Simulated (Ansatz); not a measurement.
**CH7NSi (built from SMILES C[SiH2]N): a short trajectory**

Aim: follow the atoms for 40 steps of 0.5 fs with a Nosé-Hoover thermostat, with velocities drawn for 700 K, and see to which side of the barrier the system falls.

Computed with Ansatz 0.2.0, Gaussian basis. Level: PBE0-D4/def2-SVP.

1 further run of the same task is left out (it didn't finish).

## 1. Where the work starts

The start, a first-order saddle point found at PBE0-D4 in triple zeta: 10 atoms, charge 0, spin multiplicity 1.

Atoms are counted from 1 here; the program's logs count them from 0.

Bond lengths: Si1–N2 1.897 Å, Si1–C3 1.780 Å, Si1–H5 1.489 Å, Si1–H6 1.489 Å, N2–H4 1.191 Å, N2–H7 1.015 Å, N2–H8 1.015 Å, C3–H9 1.089 Å, C3–H10 1.089 Å. Angles: N2–Si1–C3 90.3°, N2–Si1–H5 102.4°, N2–Si1–H6 102.5°, C3–Si1–H5 122.1°, C3–Si1–H6 122.0°, H5–Si1–H6 110.0°, Si1–N2–H4 74.4°, Si1–N2–H7 118.9°, Si1–N2–H8 118.9°, H4–N2–H7 115.5°, H4–N2–H8 115.4°, H7–N2–H8 109.8°, Si1–C3–H9 118.2°, Si1–C3–H10 118.1°, H9–C3–H10 111.6°.

Geometry (Å):

| atom | x (Å) | y (Å) | z (Å) |
| --- | --- | --- | --- |
| Si1 | -0.8106 | 0.0338 | 0.3171 |
| N2 | 0.8218 | 0.9988 | 0.2487 |
| C3 | -0.0928 | -1.2664 | -0.6643 |
| H4 | 1.0141 | 0.0000 | -0.3716 |
| H5 | -1.7827 | 1.0086 | -0.2497 |
| H6 | -1.0349 | -0.1144 | 1.7813 |
| H7 | 0.8605 | 1.8601 | -0.2873 |
| H8 | 1.3696 | 1.0971 | 1.0977 |
| H9 | 0.1011 | -2.2249 | -0.1851 |
| H10 | -0.4461 | -1.3927 | -1.6867 |

## 2. The run

md/in.yaml

```yaml
crystal:
  periodic: [false, false, false]
  atoms:
    - {symbol: Si, position_ang: [-0.810633, 0.033819, 0.317094]}
    - {symbol: N, position_ang: [0.821767, 0.998753, 0.248718]}
    - {symbol: C, position_ang: [-0.092836, -1.266400, -0.664284]}
    - {symbol: H, position_ang: [1.014143, -0.000045, -0.371630]}
    - {symbol: H, position_ang: [-1.782654, 1.008625, -0.249747]}
    - {symbol: H, position_ang: [-1.034887, -0.114417, 1.781296]}
    - {symbol: H, position_ang: [0.860532, 1.860079, -0.287280]}
    - {symbol: H, position_ang: [1.369641, 1.097103, 1.097707]}
    - {symbol: H, position_ang: [0.101114, -2.224882, -0.185078]}
    - {symbol: H, position_ang: [-0.446087, -1.392734, -1.686697]}
basis:
  gaussian: {orbitals: def2-SVP}
hamiltonian: {xc: pbe0, dispersion: d4}
md: {n_steps: 40, timestep: 0.5, temperature: 700, ensemble: nvt_nose_hoover, seed: 995, initial_velocities: maxwell_boltzmann}
```

The run is started by

```bash
$ ansatz run in.yaml --threads 2 --pin off --events-out ev --progress --plain --max-ram 4352MiB
```

Before running it: what results should come out? Wanted: temperature at the start; mean temperature, second half; lowest and highest potential energy, from the first frame; largest change of potential + kinetic.

**Answer**, as computed:

| quantity | value |
| --- | --- |
| length | 40 steps, 20.0 fs |
| temperature at the start | 700 K |
| mean temperature, second half | 420 K |
| lowest and highest potential energy, from the first frame | 0 and 492 meV |
| largest change of potential + kinetic | 9.3 meV |

**Reading.** By the last frame it has moved towards the side where N2–H4 form. The thermostat trades energy with the molecule, so the sum of potential and kinetic energy isn't conserved: it changes by +9 meV over the run. The mean temperature of the second half is still well below the 700 K set. The temperature runs between 229 and 700 K.
